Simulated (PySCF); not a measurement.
NaCl: frontier orbitals

B2PLYP at R = 2.379 Å; PySCF, no relativity, basis sets Na 6-31G(d,p), Cl 6-31G(d,p). State: ¹Σ⁺ (singlet), closed shell. Only the outer orbitals are listed, counted within each symmetry.

```tsv
orbital	occ.	ε (eV)	on Na (%)	main shells (%)
2π	2	-36.65	100	100 Na p
2π	2	-36.65	100	100 Na p
6σ	2	-36.62	100	100 Na p
7σ	2	-21.44	2	98 Cl s
8σ	2	-7.93	11	89 Cl p
3π	2	-7.47	3	96 Cl p
3π	2	-7.47	3	96 Cl p
9σ	0	-1.33	98	75 Na s, 23 Na p
4π	0	0.56	99	99 Na p
4π	0	0.56	99	99 Na p
```

Question: Which are the highest filled and the lowest empty level, where do they sit, and how wide is the gap?

Answer: Highest filled 3π at -7.47 eV (in %: 96 Cl p); lowest empty 9σ at -1.33 eV (in %: 75 Na s, 23 Na p); the gap at B2PLYP is 6.14 eV.

| Item | Value |
| --- | --- |
| bond order (Mayer) | 0.72 |
| ⟨S²⟩ | 0.000 |
| charge on Na (Mulliken, basis-dependent) | 0.61 |
| charge on Na (Löwdin, basis-dependent) | 0.36 |
| dipole moment (positive dipole means Na(−)Cl(+)) | -9.05 D |

Correlated steps freeze 6 core orbitals. B2PLYP dipoles, levels and charges come from its SCF part alone.
